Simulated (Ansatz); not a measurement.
**Two structures, one formula**

Two relaxed structures of CH₄NSi (charge -1), singlet (PBE0-D4/def2-TZVPD; forces vanish, vibrations not checked).

A:

N1  (-1.030, -1.788, 0.345)
C2  (0.044, -1.238, -0.086)
Si3  (0.481, 0.604, -0.174)
H4  (-1.749, -1.128, 0.690)
H5  (0.828, 0.906, -1.605)
H6  (-0.342, 1.856, 0.248)
H7  (1.768, 0.787, 0.581)
(Å)

B:

```
7
angstrom
N -1.0892 -1.4763 -0.3456
C 0.0650 -1.2892 0.0593
Si 0.6236 0.5425 -0.1494
H 0.7701 -2.0539 0.5110
H 0.5220 0.9330 -1.5931
H -0.3251 1.4399 0.5865
H 2.0057 1.0835 0.2618
```

Computed with Ansatz 0.2.0 (basis: def2-TZVPPD); correlated methods freeze the cores. B3LYP uses VWN-RPA correlation.

(1) Which structure is lower at CCSD(T), and by how much? (To be estimated.)

T1 diagnostic: at most 0.025.

Results:

(1) The calculation gives: B, by 0.476 eV (electronic energy, against the other). By their contacts, A is CH₄NSi ([NH][C][SiH3]), total charge -1 and B is CH₄NSi ([N][CH][SiH3]), total charge -1.

All methods give the same order:

| method | E(B) − E(A) (eV) |
| --- | --- |
| PBE-D4 | -0.488 |
| r2SCAN-D4 | -0.509 |
| PBE0-D4 | -0.484 |
| B3LYP-D4 | -0.499 |
| wB97M-V | -0.462 |
| HF | -0.506 |
| MP2 | -0.508 |
| CCSD | -0.472 |
| CCSD(T) | -0.476 |

Labels in which every atom is bracketed show which atoms are joined, not bond orders.

For scale, one of the runs: CCSD(T)/def2-TZVPPD, 190 basis functions, launched by `ansatz run in.yaml --threads 2 --pin off --events-out ev --progress --plain --max-ram 4352MiB`. Hardware: 2 CPU threads of a Oxide Virtual Turin-like, shared host. Wall time 35 s; peak host memory 2 GiB.
